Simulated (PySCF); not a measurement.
## Identify the compound

Molecular formula: C4H6O. Simulated spectra:

1H NMR (400 MHz, computed): δ 4.97 (t, J = 3.1 Hz, 1H), 3.80 (s, 3H), 2.00 (d, J = 3.1 Hz, 2H).

13C{1H} NMR (computed): δ 142.2, 62.5, 60.4, 19.9.

Level of theory: PBE0-D3(BJ)/def2-SVP structure, J: B3LYP/pcJ-1 (without the spin–dipole term), KT2/pcSseg-2 with gauge-including orbitals, in PySCF (in vacuum, rapidly exchanging positions averaged, single conformer, relativity neglected).

Scale: 1H and 13C vs TMS (reference shieldings calculated alike).

Problem. Propose a structure and justify it.

Solution. 
Rings plus π bonds: 2 (1 ring in the answer). 4 carbon signals for 4 carbons: no two carbons are equivalent. Carbon types of the structure: 1 × C, 1 × CH, 1 × CH2, 1 × CH3, which accounts for all hydrogens. δC 142.2: alkene carbon bearing oxygen; an sp2 carbon further deshielded by the attached heteroatom. δC 62.5: β carbon of an enol-ether or enamine type C=C; the O or N lone pair pushes π density onto this β carbon and shields it. δC 60.4: methyl carbon bonded to O; deshielded by the electronegative neighbour. δC 19.9: three-membered-ring carbon; carbons of three-membered rings are unusually shielded. δH 4.97: hydrogen on a β carbon of an enol-ether or enamine type C=C; lone-pair donation from O or N shields it, upfield of ordinary alkene protons. δH 3.80: hydrogen on a methyl carbon bonded to O; its carbon carries O, hence the downfield position. δH 2.00: hydrogen on a three-membered-ring carbon. The protons at 4.97 and 2.00 share a coupling of 3.1 Hz (vicinal).

Structure: `COC1=CC1`.

The data come from this structure; uniqueness wasn't tested.

Multiplet labels drop couplings under 1 Hz and merge nearly equal ones. Unscaled 3J(H,H) at this level run about 10 % above measured values. Shifts are as computed. Against solution values, carbons near 30 ppm lie about +3 ppm off and those near 130 ppm about -1 ppm. Of 1211 compounds with measured shifts, 218 miss one by over three times the rms of a fit or turn the order of signals round; such compounds aren't used in these exercises.
